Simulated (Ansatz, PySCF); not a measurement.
Dissociation curve of Li2, singlet.

Methods: RKS-PBE = Ansatz (a quantum-chemistry and plane-wave program) with restricted PBE/cc-pVTZ; UKS-PBE = unrestricted PBE/cc-pVTZ (Ansatz); UKS-PBE0 = unrestricted PBE0/cc-pVTZ run with PySCF; FCI = full CI/cc-pVTZ, frozen core (Ansatz).

Energies relative to the lowest point of each curve near equilibrium, in kJ/mol; the last columns give the error against full CI:

```csv
R / Å,RKS-PBE,UKS-PBE,UKS-PBE0,FCI,RKS-PBE − FCI,UKS-PBE − FCI,UKS-PBE0 − FCI
2.07,48.3,48.3,49.9,46.1,2.2,2.2,3.8
2.18,30.8,30.8,31.9,29.1,1.7,1.7,2.8
2.35,12.8,12.8,13.3,11.6,1.1,1.1,1.7
2.45,6.4,6.4,6.7,5.5,0.8,0.8,1.2
2.62,0.8,0.8,0.9,0.5,0.3,0.3,0.4
2.68,0.1,0.1,0.1,0.0,0.1,0.1,0.1
2.74,0.0,0.0,0.0,0.1,-0.1,-0.1,-0.1
2.85,1.0,1.0,1.0,1.5,-0.5,-0.5,-0.5
2.92,2.3,2.3,2.3,3.0,-0.7,-0.7,-0.7
2.96,3.2,3.2,3.3,4.1,-0.9,-0.9,-0.8
3.12,8.2,8.2,8.5,9.7,-1.5,-1.5,-1.2
3.41,20.2,20.1,21.0,22.8,-2.6,-2.6,-1.8
3.74,36.0,34.8,35.5,39.2,-3.2,-4.4,-3.7
4.09,53.0,48.9,48.9,55.6,-2.6,-6.7,-6.7
4.59,74.9,64.4,63.1,74.0,1.0,-9.5,-10.9
5.01,90.2,73.1,70.8,84.3,6.0,-11.2,-13.5
5.48,104.0,78.9,75.9,91.2,12.8,-12.3,-15.3
6.10,117.3,82.5,79.1,95.8,21.5,-13.3,-16.7
6.68,125.8,83.7,80.1,97.7,28.2,-13.9,-17.5
7.36,132.2,84.2,80.5,98.6,33.6,-14.4,-18.1
8.25,136.8,84.4,80.7,99.1,37.7,-14.7,-18.4
```

RKS-PBE is furthest from FCI at 8.25 (37.7 kJ/mol, above); its mean absolute error over the points is 7.6 kJ/mol.

UKS-PBE is furthest from FCI at 8.25 (-14.7 kJ/mol, below); its mean absolute error over the points is 5.4 kJ/mol.

UKS-PBE0 is furthest from FCI at 8.25 (-18.4 kJ/mol, below); its mean absolute error over the points is 6.5 kJ/mol.

The restricted form behind RKS-PBE keeps the bonding electrons paired and can't separate into open-shell fragments. The unrestricted determinant behind UKS-PBE, UKS-PBE0 is spin-contaminated at 3.41 to 8.25 Å (<S²> up to 1.0, against 0.00 for a pure singlet).
